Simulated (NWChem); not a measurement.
Molecule: ethylene (C₂H₄); SMILES C=C

```xyz
6

C      0.0000     0.6652     0.0000
C      0.0000    -0.6652     0.0000
H      0.9310     1.2406     0.0000
H     -0.9310     1.2406     0.0000
H     -0.9310    -1.2406     0.0000
H      0.9310    -1.2406     0.0000
```
Atoms are numbered in this order, from 1.

Computed with NWChem. Geometry optimised at PBE0/def2-SVP; all other runs use it. 

| quantity | level | value |
|---|---|---|
| vertical, lowest state with f > 0.02, singlet (eV) | PBE0/def2-SVPD, TDA | 7.69 |
| vertical ionisation energy, ΔSCF (eV) | PBE0/def2-SVP | 10.51 |
| isotropic polarisability (bohr³), static | PBE0/def2-SVPD | 26.9 |
| cavity-dispersion-structure term (kcal/mol) in n-hexane | PBE0/def2-SVP, SMD | -0.2 |
| highest harmonic frequency (cm⁻¹) | PBE0/def2-SVP | 3267 |
